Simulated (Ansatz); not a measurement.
Reaction (hydrogenolysis of a C–C bond): `C/C(F)=C/N` + H₂ → `N/C=C\F` + CH₄

Program: Ansatz. Geometries: PBE0-D4/def2-TZVP. ΔE: electronic, gas phase. CCSD(T)/CBS adds triple-zeta CCSD(T) − MP2 to the extrapolated MP2 energy (def2 sets, frozen cores). This one scheme is used for every species. Double bonds are as drawn, so ΔE can hold a change between cis and trans. DFT in def2-TZVPP. B3LYP here is the variant with VWN-RPA as its local correlation; programs differ in this. Each species was taken in one conformer, which may not be the lowest.

`C/C(F)=C/N`:

```xyz
11

C    -1.700   -0.102   -0.283
C    -0.345    0.173    0.237
F    -0.339    0.989    1.327
C     0.823   -0.280   -0.205
N     2.051   -0.059    0.407
H    -1.641   -0.746   -1.161
H    -2.208    0.825   -0.566
H    -2.320   -0.601    0.469
H     0.827   -0.934   -1.068
H     2.819    0.045   -0.237
H     2.034    0.690    1.082
```

H₂:

Cartesian coordinates in Å:
```
H -0.023 0.170 0.332
H 0.023 -0.170 -0.332
```

`N/C=C\F`:

Z-matrix (Å, degrees):
```
N
C 1 1.384
H 1 1.008 2 114.3
H 1 1.007 2 114.9 3 131.8
C 2 1.326 1 125.6 3 16.8
H 2 1.083 1 116.5 3 -167.4
F 5 1.352 2 120.4 1 -3.9
H 5 1.079 2 125.7 1 175.1
```

CH₄:

```xyz
5

C     0.000    0.000    0.000
H    -0.084   -0.405   -1.008
H    -0.923   -0.191    0.547
H     0.175    1.074   -0.054
H     0.833   -0.478    0.515
```

CCSD(T)/CBS gives -11.2 kcal/mol.

(1) Another level gave -10.8 kcal/mol. Which?
A. PBE0/def2-TZVPP
B. HF/def2-TZVPP
C. r2SCAN-D4/def2-TZVPP
D. B3LYP/def2-TZVPP

Largest T1 diagnostic among the species: 0.012.

Results:

(1) C. r2SCAN-D4 -10.8, B3LYP -13.5, PBE0 -12.1, HF/def2-TZVPP -15.8 kcal/mol.

In def2-TZVPP, CCSD(T) changes the Hartree–Fock value by +4.3 kcal/mol (the triples alone add +0.9 kcal/mol) and MP2 by +5.3 kcal/mol. The D4 term adds +1.7 kcal/mol with B3LYP and +0.9 kcal/mol with PBE0; it sums over pairs of atoms, weighted by their polarisabilities, and B3LYP, whose exchange is more repulsive, gets the larger term.
